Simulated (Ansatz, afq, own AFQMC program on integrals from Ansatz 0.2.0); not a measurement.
C2H8ClNOSi2, singlet in def2-SVP, levels against AFQMC with the constraint released

```csv
atom,x (Å),y (Å),z (Å)
C,-2.3480,1.3197,-0.2335
C,-1.0801,1.3656,0.1928
Si,-0.1138,-0.1702,0.5631
N,-1.1635,-1.5042,0.7575
Cl,1.0430,0.2644,2.2553
O,0.9649,-0.5852,-0.6122
Si,2.5745,-0.4597,-1.0180
H,-2.9233,2.2267,-0.4508
H,-2.8622,0.3641,-0.3858
H,-0.6006,2.3425,0.3331
H,-0.7933,-2.4384,0.6210
H,-1.8808,-1.4900,1.4734
H,3.3976,-1.3814,-0.1811
H,3.0582,0.9411,-0.8345
H,2.7055,-0.8456,-2.4512
```

Basis def2-SVP. Noble-gas cores (and the filled d shells of Ga–Kr and In–Xe) are frozen. Ansatz 0.2.0 and our own AFQMC program on the same integrals; the CISD trial comes from CCSD amplitudes, and released means the phaseless constraint is let go. Error bars are statistical, one sigma.

Determinant: RHF, the one that the program's search chose, which needn't be the lowest solution. The geometry is a PBE0/def2-SVP stationary point of this or a neighbouring charge and spin state.

No full CI on the walks' own integrals is used here. The released AFQMC energy serves as the reference, which it does only where one determinant dominates, the energy is flat over the last release times and near the phaseless one (40 meV or 2 meV an electron, half that with transition metals). On small molecules, where full CI could be run and the noise was under 10 meV, such values lay within 10 meV of it in 19 cases of 20, a flattering rate, since the rule was set on those same cases; what remains of the bias isn't in the error bar.

Cautions: the released value is read at 0.63 1/Eh with a noise of 28 meV, more than in the cases checked, later times being too noisy (meV from the phaseless value at times in 1/Eh: -30 ± 22 at 0.21, -24 ± 29 at 0.42, 11 ± 28 at 0.63, 24 ± 36 at 0.90).

```
T1 diagnostic                               : 0.0110
weight of the determinant in the CISD state : 0.715
size of the correlated space                : 42 electrons in 131 orbitals
```

Reference: AFQMC with the constraint released, correlation energy -28.276 ± 0.028 eV.

| level | E − E(reference) (mEh) | share of correlation (%) |
| --- | --- | --- |
| HF | 1039.12 ± 1.03 | 0.00 |
| MP2 | 102.61 ± 1.03 | 90.13 |
| CCSD | 30.46 ± 1.03 | 97.07 |
| CCSD(T) | 2.33 ± 1.03 | 99.78 |
| ph-AFQMC/CISD | -0.41 ± 1.17 | 100.04 |

Released energies are given only where the last usable release times agree within the noise; a slower fall can still hide under it.
